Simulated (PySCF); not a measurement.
**Radiative rates from a computed spectrum**

HNO.
Geometry (GFN2-xTB, Å), atoms numbered from 1 in this order:
```xyz
3
HNO angstrom
N     -0.052    0.417   -0.003
O      0.973   -0.209   -0.012
H     -0.909   -0.211    0.002
```

Level of theory: PySCF, TDDFT PBE0/def2-SVPD, vertical, gas phase, core orbitals frozen in the response.

Computed singlets with f of 0.002 or more:

| state | ν̃ (cm⁻¹) | f |
| --- | --- | --- |
| S2 | 54010 | 0.076 |
| S4 | 68110 | 0.026 |
| S6 | 72740 | 0.072 |
| S7 | 77380 | 0.0028 |
| S8 | 80670 | 0.0077 |

Q: Turn these into Einstein A coefficients, radiative lifetimes, transition dipoles and integrated cross-sections.

A: For one non-degenerate pair of states in vacuum, A = 0.6670 f ν̃² s⁻¹ with ν̃ in cm⁻¹, τ = 1/A, |μ|² = 3f / (2ΔE) in atomic units, and the integrated cross-section is ∫σ dE = 109.76 f Mb·eV.

```tsv
state	A (s⁻¹)	τ	|μ| (D)	∫σ dE (Mb·eV)
S2	1.5×10⁸	6.8 ns	1.73	8.3
S4	8.2×10⁷	12 ns	0.91	2.9
S6	2.5×10⁸	3.9 ns	1.45	7.9
S7	1.1×10⁷	90 ns	0.28	0.31
S8	3.3×10⁷	30 ns	0.45	0.85
```

These lifetimes count emission to the ground state at the vertical energy alone; relaxation of the geometry and all other decay channels are left out.

Q: How much energy does a mole of photons resonant with S6 carry?

A: 9.018 eV × 96.485 = 870 kJ/mol (208 kcal/mol).

Q: Which computed singlets stay under f = 0.002?

A: S1 (1.42 eV, f 0.0002), S3 (7.32 eV, f 0.0017) and S5 (8.82 eV, f 0.0011).

Q: Suppose S2 emitted 0.3 eV lower with the same transition dipole. How would A change?

A: At fixed |μ|, A goes as the cube of the energy: (6.40/6.70)³ = 0.87, which makes τ about 7.8 ns.
